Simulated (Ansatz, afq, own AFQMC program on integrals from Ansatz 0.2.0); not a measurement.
# BH4O (doublet): quantum Monte Carlo beside coupled cluster at distance O1–H3 along a hydrogen transfer = 1.175 Å, cc-pVTZ

Aim: compute BH4O (doublet) with auxiliary-field quantum Monte Carlo on the same integrals as coupled cluster, and set the energies side by side.

Computed with Ansatz 0.2.0, Gaussian basis, and an in-house AFQMC program (afq) on its integrals; all values are calculated. Level: cc-pVTZ, frozen cores.

To be run: PBE (unrestricted); r2SCAN (unrestricted); PBE0 (unrestricted); CCSD(T) on UHF; B3LYP (unrestricted); wB97M-V (unrestricted); B2PLYP (unrestricted); CCSD(T) on UHF; CCSD(T) on UHF; Phaseless AFQMC, CISD trial on UHF.

### 1 What is computed

The geometry derives from fragments relaxed apart (PBE0/def2-TZVP) and kept rigid, so it is no stationary point. A hydrogen atom is moved between rigid fragments.

6 atoms, charge 0, spin multiplicity 2.

Atoms are counted from 1 here; the program's logs count them from 0.

Bond lengths: O1–H2 0.960 Å, O1–H3 1.175 Å, H3–B4 1.256 Å, B4–H5 1.191 Å, B4–H6 1.191 Å. Angles: H2–O1–H3 105.1°, O1–H3–B4 180.0°, H3–B4–H5 115.3°, H3–B4–H6 115.3°, H5–B4–H6 129.4°.

### 2 PBE (unrestricted)

File in.yaml:

```yaml
crystal:
  periodic: [false, false, false]
  atoms:
    - {symbol: O, position_ang: [-1.074549, -0.030281, 0.000000]}
    - {symbol: H, position_ang: [-1.323859, 0.896295, 0.000000]}
    - {symbol: H, position_ang: [0.100451, -0.030281, 0.000000]}
    - {symbol: B, position_ang: [1.356451, -0.030281, 0.000000]}
    - {symbol: H, position_ang: [1.865524, -0.030281, 1.077008]}
    - {symbol: H, position_ang: [1.865524, -0.030281, -1.077009]}
basis:
  gaussian: {orbitals: cc-pVTZ}
magnetization: {spin_polarized: true, initial_magnetization: 1}
hamiltonian: {xc: {name: PBE}}
output: {orbitals: {seedname: orbitals}}
```

Command:

```console
$ ansatz run in.yaml --threads 1 --pin off --events-out ev --progress --plain --max-ram 5632MiB --backend cpu
```

Standard output:

```text
Functional definition: PBE
  name "PBE"
  cite "Perdew, Burke & Ernzerhof, Phys. Rev. Lett. 77, 3865 (1996) doi:10.1103/PhysRevLett.77.3865"
  parent pbe
  parameter kappa = 0.804
  parameter beta = 0.06672455060314922
  exchange = pbe_x(kappa = kappa, mu = beta*pi^2/3)
  correlation = pbe_c(beta = beta)
619 factors; their error is unknown
mean field evaluation 1: about -2777.2054 eV, gradient 3.7e1 eV
mean field evaluation 2: about -2709.3546 eV, gradient 1.1e2 eV
mean field evaluation 4: about -2781.9617 eV, gradient 4.6e0 eV
mean field evaluation 8: about -2782.0942 eV, gradient 1.6e-1 eV
mean field evaluation 16: about -2782.0753 eV, gradient 2.3e-4 eV
mean field -2782.07532494 eV, -102.2393824330 hartree, gradient 6.7e-5 eV, S^2 0.752700; 1 other end points of the search recorded, 0 dependent functions left out
reference -2782.07536013 eV, -102.2393837262 hartree; 9, 8 occupied and 107, 108 virtual orbitals, 619 factors
Total energy: -2782.07536013 eV, -102.2393837262 hartree
```

It took 2 s on 1 thread of AMD EPYC 7R13 (Zen 3), shared host; peak memory 2.1 GiB.

From the report: ⟨S²⟩ of the determinant 0.753 (pure doublet: 0.75).

### 3 r2SCAN (unrestricted)

in.yaml: that of step 2 with these lines changed.

```diff
@@ -12,3 +12,2 @@
 magnetization: {spin_polarized: true, initial_magnetization: 1}
-hamiltonian: {xc: {name: PBE}}
-output: {orbitals: {seedname: orbitals}}
+hamiltonian: {xc: {name: r2SCAN}}
```

The command is unchanged.

Standard output:

```text
Functional definition: r2SCAN
  name "r2SCAN"
  cite "Furness, Kaplan, Ning, Perdew & Sun, J. Phys. Chem. Lett. 11, 8208 (2020) doi:10.1021/acs.jpclett.0c02405"
  cite "Furness, Kaplan, Ning, Perdew & Sun, J. Phys. Chem. Lett. 11, 9248 (2020) doi:10.1021/acs.jpclett.0c03077"
  parent r2scan
  parameter k0 = 0.174
  parameter k1 = 0.065
  parameter a1 = 4.9479
  exchange = r2scan_x(k0 = k0, k1 = k1, a1 = a1)
  correlation = r2scan_c
619 factors; their error is unknown
mean field evaluation 1: about -2779.9134 eV, gradient 3.5e1 eV
mean field evaluation 2: about -2713.2890 eV, gradient 9.6e1 eV
mean field evaluation 4: about -2783.7158 eV, gradient 8.6e0 eV
mean field evaluation 8: about -2784.0956 eV, gradient 1.8e-1 eV
mean field evaluation 16: about -2784.0761 eV, gradient 6.2e-3 eV
mean field -2784.07614224 eV, -102.3129111126 hartree, gradient 3.8e-5 eV, S^2 0.756408; 0 other end points of the search recorded, 0 dependent functions left out
reference -2784.07615444 eV, -102.3129115612 hartree; 9, 8 occupied and 107, 108 virtual orbitals, 619 factors
Total energy: -2784.07615444 eV, -102.3129115612 hartree
```

Wall time 3 s (1 thread of AMD EPYC 7R13 (Zen 3), shared host); peak memory 2.1 GiB.

From the report: ⟨S²⟩ of the determinant 0.756 (pure doublet: 0.75).

### 4 PBE0 (unrestricted)

in.yaml: that of step 3 with these lines changed.

```diff
@@ -12,2 +12,3 @@
 magnetization: {spin_polarized: true, initial_magnetization: 1}
-hamiltonian: {xc: {name: r2SCAN}}
+hamiltonian: {xc: {name: PBE0}}
+output: {orbitals: {seedname: orbitals}}
```

The command is unchanged.

Standard output:

```text
Functional definition: PBE0
  name "PBE0"
  cite "Adamo & Barone, J. Chem. Phys. 110, 6158 (1999) doi:10.1063/1.478522"
  cite "Perdew, Burke & Ernzerhof, Phys. Rev. Lett. 77, 3865 (1996) doi:10.1103/PhysRevLett.77.3865"
  parent pbe
  parameter a = 0.25
  parameter kappa = 0.804
  parameter beta = 0.06672455060314922
  exchange = (1 - a)*pbe_x(kappa = kappa, mu = beta*pi^2/3) + a*exact_x
  correlation = pbe_c(beta = beta)
619 factors; their error is unknown
mean field evaluation 1: about -2778.5495 eV, gradient 3.3e1 eV
mean field evaluation 2: about -2763.8554 eV, gradient 6.7e1 eV
mean field evaluation 4: about -2782.2155 eV, gradient 2.3e0 eV
mean field evaluation 8: about -2782.2559 eV, gradient 7.0e-2 eV
mean field evaluation 16: about -2782.2474 eV, gradient 4.7e-4 eV
mean field -2782.24735844 eV, -102.2457045478 hartree, gradient 3.2e-5 eV, S^2 0.755851; 0 other end points of the search recorded, 0 dependent functions left out
reference -2782.24738489 eV, -102.2457055197 hartree; 9, 8 occupied and 107, 108 virtual orbitals, 619 factors
Total energy: -2782.24738489 eV, -102.2457055197 hartree
```

Wall time 1.7 s (1 thread of AMD EPYC 7R13 (Zen 3), shared host); peak memory 2.1 GiB.

From the report: ⟨S²⟩ of the determinant 0.756 (pure doublet: 0.75).

### 5 CCSD(T) on UHF

in.yaml: that of step 4 with these lines changed.

```diff
@@ -12,3 +12,2 @@
 magnetization: {spin_polarized: true, initial_magnetization: 1}
-hamiltonian: {xc: {name: PBE0}}
-output: {orbitals: {seedname: orbitals}}
+correlation: {method: ccsd_t, electrons: outside_noble_gas, hamiltonian_folder: ham}
```

Command:

```console
$ ansatz run in.yaml --threads 1 --pin off --events-out ev --progress --plain --max-ram 16896MiB --backend cuda --devices 0, --max-vram 18GiB
```

Standard output, shortened:

```text
Functional definition: HF
  name "HF"
  cite "Fock, Z. Phys. 61, 126 (1930) doi:10.1007/BF01340294"
  parent pbe
[...]
666 factors; integrals over basis functions are off by at most 1.5e-3 eV
[...]
mean field -2769.30215102 eV, -101.7699769494 hartree, gradient 2.7e-6 eV, S^2 0.776206; 1 other end points of the search recorded, 0 dependent functions left out
determinant -2769.30215102 eV, -101.7699769494 hartree, with singles and doubles -2779.81870636 eV, -102.1564532298 hartree
determinant -2767.07418265 eV, -101.6881006220 hartree, with singles and doubles -2777.10322119 eV, -102.0566609906 hartree
2 core orbitals not correlated: weight in the atoms' cores, before any rotation towards them, 1.000 or more for the frozen orbitals, at most 0.000 for the correlated occupied ones
reference -2769.30215102 eV, -101.7699769494 hartree; 7, 6 occupied and 107, 108 virtual orbitals, 666 factors
second order -9.62828718 eV of doubles, -0.00000000 eV of singles
cycle   1  -10.37042797 eV  change   -9.3e-1 eV  update   2.3e-2
[...]
cycle  12  -10.39785084 eV  change    7.4e-6 eV  update   8.7e-6
perturbative correction -0.32068195 eV, -0.0117848444 hartree
Total energy: -2780.02068381 eV, -102.1638757643 hartree
```

It took 8 s on 1 × NVIDIA H100 80GB HBM3 with 1 thread of AMD EPYC 7R13 (Zen 3), shared host; peak host memory 2.1 GiB.

From the report: ⟨S²⟩ of the determinant 0.776 (pure doublet: 0.75); correlation -10.7185 eV; T1 0.018; largest double amplitude 0.02.

This run also writes the integrals to the folder ham.

### 6 B3LYP (unrestricted)

in.yaml: that of step 5 with these lines changed.

```diff
@@ -12,2 +12,2 @@
 magnetization: {spin_polarized: true, initial_magnetization: 1}
-correlation: {method: ccsd_t, electrons: outside_noble_gas, hamiltonian_folder: ham}
+hamiltonian: {xc: {name: B3LYP}}
```

Command:

```console
$ ansatz run in.yaml --threads 1 --pin off --events-out ev --progress --plain --max-ram 5632MiB --backend cpu
```

Standard output, shortened:

```text
Functional definition: B3LYP
  name "B3LYP"
  cite "Stephens, Devlin, Chabalowski & Frisch, J. Phys. Chem. 98, 11623 (1994) doi:10.1021/j100096a001"
  cite "Becke, Phys. Rev. A 38, 3098 (1988) doi:10.1103/PhysRevA.38.3098"
  cite "Lee, Yang & Parr, Phys. Rev. B 37, 785 (1988) doi:10.1103/PhysRevB.37.785"
  cite "Vosko, Wilk & Nusair, Can. J. Phys. 58, 1200 (1980) doi:10.1139/p80-159"
[...]
619 factors; their error is unknown
[...]
mean field -2786.01912867 eV, -102.3843145471 hartree, gradient 1.3e-5 eV, S^2 0.754679; 0 other end points of the search recorded, 0 dependent functions left out
reference -2786.01934001 eV, -102.3843223137 hartree; 9, 8 occupied and 107, 108 virtual orbitals, 619 factors
Total energy: -2786.01934001 eV, -102.3843223137 hartree
```

Run time: 1.7 s. Hardware: 1 thread of AMD EPYC 7R13 (Zen 3), shared host; peak memory 2.1 GiB.

From the report: ⟨S²⟩ of the determinant 0.755 (pure doublet: 0.75).

### 7 wB97M-V (unrestricted)

in.yaml: that of step 6 with these lines changed.

```diff
@@ -12,2 +12,3 @@
 magnetization: {spin_polarized: true, initial_magnetization: 1}
-hamiltonian: {xc: {name: B3LYP}}
+hamiltonian: {xc: {name: wB97M-V}}
+output: {orbitals: {seedname: orbitals}}
```

The command is unchanged.

Standard output, shortened:

```text
Functional definition: wB97M-V
  name "wB97M-V"
  cite "Mardirossian & Head-Gordon, J. Chem. Phys. 144, 214110 (2016) doi:10.1063/1.4952647"
  cite "Becke, J. Chem. Phys. 107, 8554 (1997) doi:10.1063/1.475007"
  cite "Vydrov & Van Voorhis, J. Chem. Phys. 133, 244103 (2010) doi:10.1063/1.3521275"
  # Of w^i u^j: cxij and so on, Table III.
[...]
  gx(w, u) = 1 - cx + cx01*u + cx10*w
  gss(w, u) = css00 + css04*u^4 + css10*w + css20*w^2 + css43*w^4*u^3
  gos(w, u) = cos00 + cos10*w + (cos20 + cos21*u)*w^2 + (cos60 + cos61*u)*w^6
[...]
      + integral(e_c_pw_mod_opposite_spin*gos(b97_w_opposite, b97_u_opposite)) + vv10(b, c)
619 factors; their error is unknown
150 factors; integrals over basis functions are off by at most 1.6e-5 eV
[...]
mean field -2784.04114408 eV, -102.3116249542 hartree, gradient 5.7e-5 eV, S^2 0.754338; 0 other end points of the search recorded, 0 dependent functions left out
reference -2784.04118406 eV, -102.3116264232 hartree; 9, 8 occupied and 107, 108 virtual orbitals, 619 factors
Total energy: -2784.04118406 eV, -102.3116264232 hartree
```

It took 5.5 s on 1 thread of AMD EPYC 7R13 (Zen 3), shared host; peak memory 2.1 GiB.

From the report: ⟨S²⟩ of the determinant 0.754 (pure doublet: 0.75).

### 8 B2PLYP (unrestricted)

in.yaml: that of step 7 with these lines changed.

```diff
@@ -12,3 +12,3 @@
 magnetization: {spin_polarized: true, initial_magnetization: 1}
-hamiltonian: {xc: {name: wB97M-V}}
-output: {orbitals: {seedname: orbitals}}
+hamiltonian: {xc: {name: B2PLYP}}
+correlation: {electrons: outside_noble_gas}
```

Same command.

Standard output, shortened:

```text
Functional definition: B2PLYP
  name "B2PLYP"
  cite "Grimme, J. Chem. Phys. 124, 034108 (2006) doi:10.1063/1.2148954"
  cite "Becke, Phys. Rev. A 38, 3098 (1988) doi:10.1103/PhysRevA.38.3098"
  cite "Lee, Yang & Parr, Phys. Rev. B 37, 785 (1988) doi:10.1103/PhysRevB.37.785"
[...]
666 factors; integrals over basis functions are off by at most 1.5e-3 eV
[...]
mean field -2780.22448153 eV, -102.1713651924 hartree, gradient 4.1e-6 eV, S^2 0.761230; 0 other end points of the search recorded, 0 dependent functions left out
2 core orbitals not correlated: weight in the atoms' cores, before any rotation towards them, 1.000 or more for the frozen orbitals, at most 0.000 for the correlated occupied ones
reference -2780.22461483 eV, -102.1713700912 hartree; 7, 6 occupied and 107, 108 virtual orbitals, 666 factors
second order -11.72221298 eV of doubles, -0.00000000 eV of singles
Total energy: -2783.38961234 eV, -102.2876816041 hartree
```

Wall time 2.5 s (1 thread of AMD EPYC 7R13 (Zen 3), shared host); peak memory 2.1 GiB.

From the report: ⟨S²⟩ of the determinant 0.761 (pure doublet: 0.75).

### 9 CCSD(T) on UHF

in.yaml: that of step 8 with these lines changed.

```diff
@@ -10,5 +10,4 @@
 basis:
-  gaussian: {orbitals: cc-pVTZ}
+  gaussian: {orbitals: def2-TZVPP}
 magnetization: {spin_polarized: true, initial_magnetization: 1}
-hamiltonian: {xc: {name: B2PLYP}}
-correlation: {electrons: outside_noble_gas}
+correlation: {method: ccsd_t, electrons: outside_noble_gas}
```

Command:

```console
$ ansatz run in.yaml --threads 1 --pin off --events-out ev --progress --plain --max-ram 16896MiB --backend cuda --devices 0, --max-vram 18GiB
```

Standard output, shortened:

```text
Functional definition: HF
  name "HF"
  cite "Fock, Z. Phys. 61, 126 (1930) doi:10.1007/BF01340294"
  parent pbe
[...]
701 factors; integrals over basis functions are off by at most 1.8e-3 eV
[...]
mean field -2769.43967522 eV, -101.7750308707 hartree, gradient 2.2e-6 eV, S^2 0.776556; 4 other end points of the search recorded, 0 dependent functions left out
determinant -2769.43967522 eV, -101.7750308707 hartree, with singles and doubles -2779.94204669 eV, -102.1609859034 hartree
determinant -2767.19706501 eV, -101.6926164656 hartree, with singles and doubles -2777.19330636 eV, -102.0599715594 hartree
determinant -2766.98683662 eV, -101.6848907147 hartree, with singles and doubles -2777.94095174 eV, -102.0874470205 hartree
2 core orbitals not correlated: weight in the atoms' cores, before any rotation towards them, 1.000 or more for the frozen orbitals, at most 0.000 for the correlated occupied ones
reference -2769.43967522 eV, -101.7750308707 hartree; 7, 6 occupied and 109, 110 virtual orbitals, 701 factors
second order -9.60468742 eV of doubles, -0.00000000 eV of singles
cycle   1  -10.35827272 eV  change   -9.0e-1 eV  update   2.1e-2
[...]
cycle  12  -10.38179273 eV  change    6.4e-6 eV  update   7.9e-6
perturbative correction -0.31845588 eV, -0.0117030378 hartree
Total energy: -2780.13992384 eV, -102.1682577545 hartree
```

It took 11 s on 1 × NVIDIA H100 80GB HBM3 with 1 thread of AMD EPYC 7R13 (Zen 3), shared host; peak host memory 2.1 GiB.

From the report: ⟨S²⟩ of the determinant 0.777 (pure doublet: 0.75); correlation -10.7002 eV; T1 0.018; largest double amplitude 0.03.

### 10 CCSD(T) on UHF

in.yaml: that of step 9 with these lines changed.

```diff
@@ -10,3 +10,3 @@
 basis:
-  gaussian: {orbitals: def2-TZVPP}
+  gaussian: {orbitals: "def2-QZVPP.json"}
 magnetization: {spin_polarized: true, initial_magnetization: 1}
```

The command is unchanged.

Standard output, shortened:

```text
Functional definition: HF
  name "HF"
  cite "Fock, Z. Phys. 61, 126 (1930) doi:10.1007/BF01340294"
  parent pbe
[...]
1411 factors; integrals over basis functions are off by at most 1.1e-3 eV
[...]
mean field -2769.58652126 eV, -101.7804273630 hartree, gradient 2.5e-6 eV, S^2 0.777064; 1 other end points of the search recorded, 0 dependent functions left out
determinant -2769.58652126 eV, -101.7804273630 hartree, with singles and doubles -2780.81997635 eV, -102.1932492236 hartree
determinant -2767.12104968 eV, -101.6898229536 hartree, with singles and doubles -2778.78834364 eV, -102.1185880984 hartree
2 core orbitals not correlated: weight in the atoms' cores, before any rotation towards them, 1.000 or more for the frozen orbitals, at most 0.000 for the correlated occupied ones
reference -2769.58652126 eV, -101.7804273630 hartree; 7, 6 occupied and 225, 226 virtual orbitals, 1411 factors
second order -10.33381433 eV of doubles, -0.00000000 eV of singles
cycle   1  -10.95560191 eV  change    -1.1e0 eV  update   2.5e-2
[...]
cycle  12  -10.99274696 eV  change    1.3e-5 eV  update   1.1e-5
perturbative correction -0.36850436 eV, -0.0135422856 hartree
Total energy: -2780.94777258 eV, -102.1979456482 hartree
```

Run time: 17 s. Hardware: 1 × NVIDIA H100 80GB HBM3 with 1 thread of AMD EPYC 7R13 (Zen 3), shared host; peak host memory 2.1 GiB.

From the report: ⟨S²⟩ of the determinant 0.777 (pure doublet: 0.75); correlation -11.3613 eV; T1 0.019; largest double amplitude 0.02.

### 11 Phaseless AFQMC, CISD trial on UHF

It reads the integrals that the CCSD(T) run on this determinant wrote.

Command:

```console
$ afq ham --method phaseless --trial cisd --walkers 600 --populations 10 --least-time 60 --time-step 0.005 --steps-per-block 50 --equilibration-blocks 28 --max-blocks 4000 --target-error 0.00021 --factor-cut 1e-05 --start spin_pure --seed 3832 --release-times 0.24,0.51,0.99,1.62,2.4 --release-step 0.03 --release-every 3 --taylor-order 6
```

Standard output:

```text
orbitals 114  electrons 7 6  factors 666 of 666
reference energy -101.76997695 Eh
CCSD correlation -0.38211412 Eh in 16 cycles, weight of the determinant in the CISD state 0.8814
energy of the start -102.150511 Eh
 block  time / (1/Eh)  mean weight  energy / Eh
     1     0.250  0.9981  -102.148855
     2     0.500  0.9999  -102.153508
     3     0.750  1.0015  -102.158967
     4     1.000  0.9991  -102.160439
     5     1.250  0.9998  -102.161931
     6     1.500  1.0010  -102.165524
     7     1.750  0.9999  -102.162476
     8     2.000  1.0008  -102.161486
     9     2.250  1.0012  -102.162852
    10     2.500  1.0022  -102.164275
    13     3.250  1.0002  -102.166634
    17     4.250  1.0001  -102.165912
    21     5.250  0.9991  -102.163729
    25     6.250  0.9990  -102.166356
    29     7.250  1.0003  -102.166391
    33     8.250  1.0010  -102.160930
    37     9.250  0.9976  -102.164053
    41    10.250  1.0005  -102.164639
    45    11.250  1.0007  -102.163946
    49    12.250  0.9992  -102.165616
    53    13.250  1.0010  -102.166293
    57    14.250  0.9990  -102.163709
    61    15.250  1.0001  -102.164087
    65    16.250  0.9985  -102.161942
    69    17.250  1.0003  -102.165107
    73    18.250  0.9987  -102.164482
    77    19.250  0.9988  -102.169349
    81    20.250  1.0021  -102.162701
    85    21.250  0.9984  -102.163532
    89    22.250  0.9994  -102.166673
    93    23.250  0.9992  -102.162942
    97    24.250  0.9982  -102.165049
   101    25.250  1.0014  -102.162727
   105    26.250  1.0008  -102.166532
   109    27.250  1.0002  -102.167812
   113    28.250  0.9990  -102.163261
   117    29.250  1.0002  -102.164823
   121    30.250  1.0010  -102.161587
   125    31.250  0.9988  -102.162532
   129    32.250  0.9993  -102.163401
   133    33.250  1.0003  -102.163653
   137    34.250  0.9997  -102.164257
   141    35.250  1.0000  -102.163613
   145    36.250  0.9989  -102.165812
   149    37.250  0.9995  -102.167632
   153    38.250  1.0000  -102.168543
   157    39.250  1.0009  -102.167233
   161    40.250  1.0008  -102.165501
   165    41.250  0.9998  -102.161820
   169    42.250  0.9981  -102.162081
   173    43.250  1.0002  -102.166321
   177    44.250  0.9993  -102.166893
error from the spread of 10 populations
released: time / (1/Eh)  energy / Eh  error  mean overlap
  0.24  -102.165033  0.000260  0.9946
  0.51  -102.164821  0.000199  0.9946
  0.99  -102.164687  0.000319  0.9881
  1.62  -102.164414  0.000267  0.9915
  2.40  -102.162664  0.001492  1.0053
energy -102.164559 +/- 0.000312 Eh
```

It took 3.8 min on 1 × NVIDIA H100 80GB HBM3 with 2 threads of AMD EPYC 7R13 (Zen 3), shared host; peak host memory 2.1 GiB.

Energy -2780.0393 ± 0.0085 eV. Caveats: constraint bias not in the error.

### 12 All levels side by side

On the UHF determinant, counted from CCSD(T) (a yardstick, not exact):

```csv
level,energy (eV),from CCSD(T) (kJ/mol),statistical error (kJ/mol),time
HF,-2769.3022,+1034.2,,
MP2,-2778.9304,+105.2,,
CCSD,-2779.7000,+30.9,,
CCSD(T),-2780.0207,0.0,,
"Phaseless AFQMC, CISD trial, step 0.005, 600 walkers",-2780.0393,-1.8,0.8,3.8 min
```

The functionals' totals stand on their own zeros and serve differences with other points: PBE -2782.075 eV; r2SCAN -2784.076 eV; PBE0 -2782.247 eV; B3LYP -2786.019 eV; wB97M-V -2784.041 eV; B2PLYP -2783.390 eV.

### 13 What came out

| quantity | value |
| --- | --- |
| Phaseless AFQMC, CISD trial on UHF from CCSD(T) | -1.8 ± 0.8 kJ/mol |

On UHF the phaseless walk with the CISD trial lies -1.8 kJ/mol from CCSD(T), within three error bars. Error bars are statistical and leave out the constraint, the time step and what remains of the start.
